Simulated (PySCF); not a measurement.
## Frontier levels across methods

Compound: PS4 (charge -3).
Geometry (PBE0-D3(BJ)/def2-SVP, Å), atoms numbered from 1 in this order:
```
atom  x, y, z in Å
S1     0.090   -0.289    2.138
P2     0.031    0.060    0.066
S3    -0.187    2.121   -0.291
S4     1.817   -0.622   -0.809
S5    -1.598   -0.967   -0.776
```

Basis pcSseg-2 throughout (PySCF), one geometry. Whether so highly charged an anion holds all its electrons in the gas phase wasn't checked; a finite basis holds them in any case. No counter-ion or solvent screens the charge of this multiply charged ion. The geometry's basis has no diffuse functions.

How do the orbital energies and the gap change with the method?

```csv
method,kind,HOMO (eV),LUMO (eV),gap (eV),SCF cycles
BLYP,GGA,8.26,11.07,2.82,14
OPBE,GGA,8.15,11.22,3.08,14
KT3,GGA,8.11,11.05,2.94,14
B97-D,GGA,8.08,10.98,2.90,15
PBE,GGA,8.07,10.95,2.89,15
KT2,GGA,8.00,10.82,2.83,15
BP86,GGA,7.93,10.79,2.86,14
LDA,LDA,7.90,10.70,2.80,13
B3LYP,global hybrid,7.21,11.57,4.36,12
PBE0,global hybrid,6.96,11.78,4.82,12
mPW1PW91,global hybrid,6.94,11.77,4.83,13
HF,Hartree–Fock,4.43,15.07,10.65,10
```

The HOMO spans 3.83 eV, from BLYP down to HF, and the gap runs from 2.80 eV (LDA) to 10.65 eV (HF). Over the methods BLYP (0 %), OPBE (0 %), KT3 (0 %), B97-D (0 %), PBE (0 %), KT2 (0 %), BP86 (0 %), LDA (0 %), B3LYP (20 %), PBE0 (25 %), mPW1PW91 (25 %), HF (100 %), a straight line through the gap against the share of exact exchange rises by 0.78 eV for each 10 % (correlation coefficient 0.999). Where the HOMO energy of this anion is positive, the outermost electrons may be held by the finite basis alone.
